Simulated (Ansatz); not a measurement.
We consider fcc Ca, described by PBEsol in Ansatz (plane waves, PAW).

Numerical settings: plane-wave cutoff 520 eV, 18×18×18 k mesh, Fermi–Dirac smearing 0.05 eV, scalar-relativistic PAW data made under PBE.

Pressure at four volumes; x = ln(V/40.627 Å³). One pressure is withheld.

```csv
V (Å³/atom),x,P (GPa)
38.190,-0.0619,1.198
40.627,0.0000,-0.018
42.253,0.0392,-0.679
43.065,0.0583,?
```

**Question.** Pass a parabola P(x) through the three rows shown, estimate the bulk modulus and its pressure derivative near zero pressure, and predict the withheld pressure.

**Answer.** Slopes between the rows: (-0.018 − (1.198))/(0.0000 − (-0.0619)) = -19.64 and (-0.679 − (-0.018))/(0.0392 − (0.0000)) = -16.86 GPa. Their difference over the span 0.1011 is c = 2.78/0.1011 = 27.5 GPa, so P(x) = 1.198 + (-19.64)(x − (-0.0619)) + 27.5 (x − (-0.0619))(x − (0.0000)). At the middle row B = −dP/dx = −[-19.64 + 27.5 × 0.0619] = 17.9 GPa, and B′ = dB/dP = 2c/B = 3.1. At x = 0.0583 the parabola gives -0.970 GPa; the run gives -0.970 GPa. The Birch–Murnaghan fit to the energies at all volumes has B0 = 18.0 GPa and B′ = 3.1.

Measured, for comparison: bulk modulus 18.6 GPa (corrected for temperature and zero-point phonon effects, our sources range from 15.9 to 18.7; as tabulated in Levämäki et al. (2014), arXiv:1402.3671). Computed (rounded) less measured: bulk modulus not scored (sources differ).

Ansatz is a program for electronic structure.
